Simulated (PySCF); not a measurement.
This PySCF input asks for the NMR shieldings of difluorophosphane (SMILES FPF); the geometry comes from PBE0-D3(BJ)/def2-SVP.

```python
import basis_set_exchange as bse
import numpy as np
from pyscf import gto, dft
from pyscf.prop import nmr

atoms = """
F    -0.887975    0.470669   -0.946589
P    -0.070169   -0.506938    0.035541
F     1.394201    0.145046   -0.110211
H    -0.416951    0.189734    1.249876
"""
names = dict.fromkeys(["F", "P", "H"], "pcSseg-1")
basis = {el: gto.basis.parse(bse.get_basis(n, elements=[el], fmt="nwchem")) for el, n in names.items()}
mol = gto.M(atom=atoms, basis=basis, charge=0, verbose=0)
mf = dft.RKS(mol, xc="PBE0")
mf.grids.level = 2
mf.grids.alignment = dft.numint.BLKSIZE   # the property module wants whole blocks of grid points
mf.conv_tol = 1e-9
mf.kernel()

calc = nmr.RKS(mf)   # GIAO
C = mf.mo_coeff
Co = C[:, mf.mo_occ > 0]
resp = mf.gen_response(singlet=True, hermi=2)
def vind(x):   # induced exchange potential for any number of trial vectors
    d = np.einsum("pi,xij,qj->xpq", C, 2 * x.reshape(-1, C.shape[1], Co.shape[1]), Co, optimize=True)
    return np.einsum("xpq,pi,qj->xij", resp(d - d.transpose(0, 2, 1)), C, Co, optimize=True).ravel()
mo1, _ = nmr.rhf.solve_mo1(calc, with_cphf=vind)
sigma = calc.kernel(mo1)
for i, s in enumerate(sigma):   # ppm
    w = np.linalg.eigvalsh((s + s.T) / 2)
    print("%2d %-2s iso %8.1f  s11 %8.1f  s22 %8.1f  s33 %8.1f" % (i, mol.atom_pure_symbol(i), w.mean(), *w))
```

Problem. What does it print?

Solution. 
```
 0 F  iso    304.0  s11     87.9  s22    267.7  s33    556.5
 1 P  iso     68.7  s11   -116.7  s22     38.7  s33    284.1
 2 F  iso    303.9  s11     87.6  s22    268.0  s33    556.2
 3 H  iso     23.0  s11     19.8  s22     21.4  s33     27.8
```

These numbers come from an equivalent density-fitted implementation of the same equations, which agrees with the script to about 0.01 ppm for H and up to a few tenths of a ppm for heavy atoms, so last digits may differ.

Problem. Turn these shieldings into chemical shifts. Scale: ¹⁹F (σref 177.25) against CFCl3; ³¹P (σref 310.13) vs H3PO4; ¹H (σref 31.27) against TMS (reference shieldings calculated alike).

Solution. Averaging equivalent atoms: F 0/2: -126.7; P 1: 241.4; H 3: 8.28 ppm. Unscaled 19F shifts against computed CFCl3 carry errors that often reach 10 to 50 ppm. Experimental scales use liquid or dissolved standards, which lie at an offset from isolated H3PO4.

Size and cost of the density-fitted run: 63 basis functions, 2 s wall time on 1 thread of an Arm Neoverse V1, shared host; peak memory 0.31 GiB.
